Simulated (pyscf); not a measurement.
`[Cl][BH][Cl]` + `[SiH4]` → `[SiH3][B]([Cl])[Cl]` + `[H][H]`, a four-centre exchange (singlet surface; B–H, H–Si broken, B–Si, H–H formed). PySCF, gas phase, ωB97X-D3(BJ)/def2-SVP geometries. Energies in kJ/mol from the separated reactants.

Small-basis levels: PySCF, no dispersion term, spherical d functions. AM1 to PM7: differences of heats of formation from MOPAC, which are fitted to 298 K values and so differ in kind from electronic energies by zero-point and thermal terms. GFN2-xTB: tblite. Cost: rough CPU time at the saddle relative to B3LYP/6-31G*, from one job on a shared machine.

```
level                      barrier  reaction energy        cost
----------------------  ----------  ---------------  ----------
HF/3-21G                     219.2            +45.9        0.07
MP2/6-31G*                   164.8            +35.8         0.1
B3LYP/STO-3G            (withheld)            +27.5         0.6
B3LYP/6-311+G**              150.4            +47.9           2
PBE/def2-SVP                  99.5            +35.4           1
GFN2-xTB                     230.2           +120.9  under 0.02
PM3                           18.6            -92.1  under 0.02
PM6                     (withheld)             +1.5  under 0.02
PM7                          -31.4           -170.9  under 0.02
ωB97M-D3(BJ)/def2-TZVP  (withheld)            +43.5           –
```

Problem. Some entries are withheld; supply them.

Solution. 
- B3LYP/STO-3G, barrier: 208.4
- PM6, barrier: 131.1
- ωB97M-D3(BJ)/def2-TZVP, barrier: 128.9

Against the last row the barrier runs from -160.3 (PM7) to +101.3 kJ/mol (GFN2-xTB). At PM7 this geometry lies under one side, so the entry may be no barrier of that level: it is a single point on another level's saddle. ωB97M-D3(BJ)/def2-TZVP has limits of its own. At the saddle there is also a short B–H contact that neither side keeps. The same reactants have a lower exit, to Cl–BH–Cl + SiH₄ (barrier +55.4 kJ/mol at ωB97M-D3(BJ)/def2-TZVP, against +128.9 kJ/mol here). This is the saddle that the search found; another between the same sides may lie lower.
